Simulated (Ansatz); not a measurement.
Geometry optimisation, Ansatz 0.2.0, UKS PBE0-D4/6-31G*.

input.yaml

```yaml
crystal:
  periodic: [false, false, false]
  atoms:
    - { symbol: Si, position_ang: [0.079758, 0.001191, -0.216388] }
    - { symbol: H, position_ang: [-0.066932, -0.000488, 2.450107] }
    - { symbol: "N", position_ang: [1.664174, 0.000443, -0.93124] }
    - { symbol: H, position_ang: [2.227983, -0.837815, -0.885886] }
    - { symbol: H, position_ang: [2.230558, 0.836747, -0.882261] }
    - { symbol: H, position_ang: [-0.61701, 1.226009, -0.729886] }
    - { symbol: H, position_ang: [-0.615384, -1.225015, -0.728609] }
    - { symbol: H, position_ang: [-0.130247, -0.001071, 3.160563] }
magnetization:
  spin_polarized: true
  initial_magnetization: 1
basis:
  gaussian: { orbitals: "6-31G*" }
hamiltonian:
  xc: pbe0
  dispersion: d4
relax:
  f_tol: 0.03
  max_steps: 50
```

Command:

```bash
$ ansatz run input.yaml --threads 1 --pin off --max-ram 2048MiB --backend cpu --events-out ev --progress --plain --runs-dir out
```

Problem. Where does it end, and by what steps?

Solution. The forces met the threshold. The force dipped under the threshold on the way, but the program's further checks kept it going. After 6 steps the energy has fallen by 0.073 eV; H8 moved furthest, 0.49 Å.

| step | energy less start (eV) | largest force component (eV/Å) | accepted |
| --- | --- | --- | --- |
| 0 | 0.0000 | 1.550 | yes |
| 1 | -0.0587 | 0.084 | yes |
| 2 | -0.0686 | 0.046 | yes |
| 3 | -0.0685 | 0.227 | no |
| 4 | -0.0718 | 0.048 | yes |
| 5 | -0.0724 | 0.028 | yes |
| 6 | -0.0725 | 0.013 | yes |

```xyz
8
Properties=species:S:1:pos:R:3
Si 0.099 0.001 -0.404
H -0.155 -0.001 2.902
N 1.698 0.000 -1.093
H 2.268 -0.830 -0.992
H 2.269 0.830 -0.993
H -0.595 1.225 -0.915
H -0.596 -1.223 -0.913
H -0.216 -0.002 3.645
```

The run took 16 s on 1 thread of Arm Neoverse V1, on a shared host, peak memory 0.12 GiB.
